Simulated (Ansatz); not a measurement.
**Relaxing CO**

Theory: Ansatz, DFT r2SCAN, scalar-relativistic, plane waves, PAW. Cutoff 500 eV, Γ-centred k mesh, Gaussian smearing, no spin polarisation in the final step.

CO was placed on the caesium chloride structure type (Pm-3m, No. 221), with C in place of Cs, O in place of Cl, at a guessed volume.

```yaml
crystal:
  lattice:
    - [2.90375, 0.00000, 0.00000]
    - [0.00000, 2.90375, 0.00000]
    - [0.00000, 0.00000, 2.90375]
  atoms:
    - { symbol: C, position: [0.00000, 0.00000, 0.00000] }
    - { symbol: O, position: [0.50000, 0.50000, 0.50000] }
```

Cell and atoms relax at zero pressure; the relaxation can't lower the symmetry of the start. After a coarse first stage the cell is made exact in the group found at 0.06 Å.

Energies over the elements count from the elements' standard structures at the same level (O₂ as a molecule), with no empirical corrections.

Task: Which crystal results?

Result: It keeps Pm-3m (No. 221). The result has the caesium chloride structure. Conventional cell: a = 2.493 Å. Around C lie 8 O at 2.16 Å and 6 C at 2.49 Å; O has 8 C at 2.16 Å and 6 O at 2.49 Å.

```
C O
1.0
     2.49256    0.00000    0.00000
     0.00000    2.49256    0.00000
     0.00000    0.00000    2.49256
C O
1 1
Direct
  0.00000 0.00000 0.00000
  0.50000 0.50000 0.50000
```

Task: What are its volume, energy, density and gap?

Result: The volume per atom is 7.74 Å³ and the density is 3.00 g/cm³. The energy over the elements is 3.25 eV/atom and the gap on the 22×22×22 mesh is 0 eV (a metal).

The final run used a 22×22×22 mesh on its 2-atom cell and 0.10 eV smearing. For metals, differences of a few meV/atom aren't resolved. Symmetry constrained the relaxation, so the result can be a saddle point.

Cost: 3 runs of about 0.28 core-minutes in all, on Intel Xeon 6975P-C (Granite Rapids) (shared hosts).